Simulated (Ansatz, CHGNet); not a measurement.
For rock-salt LiH, the machine-learned potential CHGNet 0.3.0 (trained on PBE and PBE+U data) gives:

| Quantity | Result |
|---|---|
| lattice parameter a | 4.002 Å |
| elastic constant C11 | 68.1 GPa |
| elastic constant C44 | 15.0 GPa |
| polycrystal shear modulus | 14.8 GPa |

Problem. What does HSE06 (PAW; Ansatz, a first-principles code) give for the same quantities?

Solution. 
- lattice constant a: 3.987 Å (decreases by 0.4 %)
- elastic constant C11: 87.2 GPa (goes up by 28 %)
- elastic constant C44: 51.2 GPa (goes up by 240 %)
- Voigt–Reuss–Hill shear modulus: 45.1 GPa (grows by 200 %)

For comparison: lattice constant a 3.979 Å (measured, static lattice: zero-point anharmonic expansion removed; as tabulated in Mejia-Rodriguez and Trickey (2018), arXiv:1807.09216); elastic constant C11 67.1 GPa (measured, temperature not stated, not corrected to a static lattice; as tabulated in Oses et al. (2018), arXiv:1811.08464); elastic constant C44 46 GPa (measured, temperature not stated, not corrected to a static lattice; as tabulated in Oses et al. (2018), arXiv:1811.08464).

Changes are worked out from the printed values.

Unless a cell is named, each level is at its own relaxed cell (CHGNet 0.3.0 8.01, HSE06 7.92 Å³/atom).

Ansatz's density-functional and Hartree–Fock values are scalar-relativistic unless marked +SOC, with PAW data made under PBE.
